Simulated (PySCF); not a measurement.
C₃H₃FO₂.
Cartesian coordinates in Å at the PBE0-D3(BJ)/def2-SVP level; atoms count from 1:
```xyz
9
C3H3FO2 angstrom
C     -1.342    0.512    0.332
C     -0.450   -0.476    0.347
F     -0.716   -1.656    0.883
C      0.930   -0.408   -0.215
O      1.710   -1.319   -0.183
O      1.196    0.785   -0.759
H     -1.079    1.467   -0.121
H     -2.331    0.371    0.770
H      2.104    0.736   -1.094
```

IAO charges (e) from the PBE0/pcSseg-1 density (PySCF), one withheld:

| atom | bonded to | charge |
| --- | --- | --- |
| C1 | C2 H7 H8 | -0.3269 |
| C2 | C1 F3 C4 | +0.2436 |
| F3 | C2 | -0.2443 |
| C4 | C2 O5 O6 | +0.5037 |
| O5 | C4 | -0.4368 |
| O6 | C4 H9 | ? |
| H7 | C1 | +0.1845 |
| H8 | C1 | +0.1760 |
| H9 | O6 | +0.3797 |

**Question.** What is the charge on O6?

**Answer.** The charges add up to the total charge, 0. The others sum to +0.4795, which leaves -0.4795 e for O6 (acid hydroxyl oxygen); the computed value is -0.4796, the difference coming from rounding.

**Question.** Add each hydrogen's charge to the atom that carries it.

**Answer.** C1 +0.0336, O6 -0.0999. Atoms without hydrogen keep their charges.

**Question.** Across which bond do the charges differ most?

**Answer.** C4–O6: +0.5037 on C4 against -0.4796 on O6, a difference of 0.9833 e. The lower charge is on the more electronegative element of the two (Pauling values: O 3.44, C 2.55).

**Question.** Take the bonds between elements whose Pauling electronegativities differ by more than 0.25. In how many does the more electronegative atom carry the lower charge?

**Answer.** In 6 of 6.

**Question.** How much positive and how much negative charge does this set hold in all?

**Answer.** +1.4875 e on 5 atoms and -1.4876 e on 4.

The IAO scheme counts the electrons in orthogonalised intrinsic atomic orbitals, a minimal basis polarised so that it spans the occupied orbitals exactly. Isolated species at its PBE0-D3(BJ)/def2-SVP geometry (one conformer only).
